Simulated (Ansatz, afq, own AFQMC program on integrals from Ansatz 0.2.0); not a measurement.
Integrals from Ansatz 0.2.0, then the random walk in our own AFQMC program (afq).

```yaml
crystal:
  periodic: [false, false, false]
  atoms:
    - {symbol: N, position_ang: [0.000000, 0.000000, 0.000000]}
    - {symbol: C, position_ang: [0.000000, 0.000000, 1.190000]}
basis:
  gaussian: {orbitals: 6-31G}
magnetization: {spin_polarized: false, initial_magnetization: 3}
correlation: {method: ccsd_t, electrons: outside_noble_gas, hamiltonian_folder: ham}
```

```sh
$ ansatz run in.yaml --threads 1 --pin off --events-out ev --progress --plain --max-ram 24576MiB --backend cuda --devices 0, --max-vram 18GiB
```

afq runs on the folder ham with

```
--method phaseless --trial cisd --walkers 20 --populations 1 --least-time 40 --time-step 0.02 --steps-per-block 5 --equilibration-blocks 60 --max-blocks 400 --target-error 0.00072 --factor-cut 1e-06 --start spin_pure --seed 3532 --taylor-order 6
```

Times are imaginary, in 1/Eh. The walk had a cap of 60 s.

Log:

```
orbitals 16  electrons 6 3  factors 108 of 259
reference energy -91.98449467 Eh
CCSD correlation -0.15440868 Eh in 17 cycles, weight of the determinant in the CISD state 0.7538
energy of the start -92.138884 Eh
 block  time / (1/Eh)  mean weight  energy / Eh
     1     0.100  1.0012  -92.138182
     2     0.200  1.0034  -92.137926
     3     0.300  1.0039  -92.138501
     4     0.400  1.0012  -92.137769
     5     0.500  0.9844  -92.138285
     7     0.700  1.0035  -92.139643
     9     0.900  0.9950  -92.141345
    12     1.200  0.9966  -92.143102
    34     3.400  1.0005  -92.143304
    56     5.600  0.9958  -92.142687
    78     7.800  0.9926  -92.139877
   100    10.000  1.0012  -92.143082
   122    12.200  0.9875  -92.140921
   144    14.400  0.9868  -92.140042
   155    15.500  1.0046  -92.125221
   166    16.600  1.0002  -92.135165
   177    17.700  1.0042  -92.200384
   188    18.800  1.0070  -92.135200
   210    21.000  0.9490  -92.159050
   232    23.200  1.0061  -92.146864
   254    25.400  1.0026  -92.140482
   276    27.600  0.9969  -92.140905
   298    29.800  0.9941  -92.143080
   320    32.000  1.0124  -92.143937
   342    34.200  0.9924  -92.172240
   364    36.400  1.0000  -92.134221
   386    38.600  1.0035  -92.148768
   408    40.800  0.9937  -92.137779
   430    43.000  0.9910  -92.159341
   452    45.200  1.0085  -92.150328
blocks merged  error / Eh  count
     1  0.000763  400
     2  0.001046  200
     4  0.001366  100
     8  0.001631  50
    16  0.001754  25
    32  0.002364  12
energy -92.146398 +/- 0.001754 Eh
(rows thinned)
```

The run passed its tests (sampling time, drift between the halves within three errors, error under three times the target), which doesn't prove that it has relaxed.

Against this walk (error 47.7 meV) on the same determinant: CCSD(T) 96.8 meV lower, CCSDT(Q) 364.7 meV lower, CCSDTQ 336.8 meV lower, full CI 337.9 meV lower. The error is statistical and leaves out the bias of the constraint. Full CI is exact here, so the walk's 338 meV above it is the walk's own error: the bias of the constraint with this trial. The determinant is a poor start (see the cautions), so the low cluster orders aren't to be relied on, and full CI is the sure value.

Cautions: constraint bias not in the error; error above the target (47.7 against 19.6 meV); lower spins were not checked; a spin-contaminated unrestricted determinant lies lower (UHF 219 meV lower, ⟨S²⟩ 3.91); strong correlation (T1 0.035, weight of the determinant 0.75, largest double 0.43); (T) is large, 7 % of the CCSD correlation; CCSD(T) is in doubt: in a space of 9 electrons in 9 natural orbitals full CI lies 83 meV below it; the CCSDT(Q) amplitudes may be one of several solutions (largest double 0.95); the CCSDTQ amplitudes may be one of several solutions (largest double 0.97); the determinant fills πx and πy unequally, so it mixes two states of the linear molecule, and each level undoes that mixture to a different degree, while full CI gives the lower state; so few walkers bias the energy; the time-step error isn't removed.

The walk took 13 s on 1 × NVIDIA H100 80GB HBM3 with 2 threads of AMD EPYC 7R13 Processor (Zen 3), on a shared host (the card was shared). The log's last line is the phaseless energy.

CCSDT and higher add their correlation energy to the determinant of the CCSD(T) run, since their own runs factorise the integrals more tightly (a shift of under 2 meV).
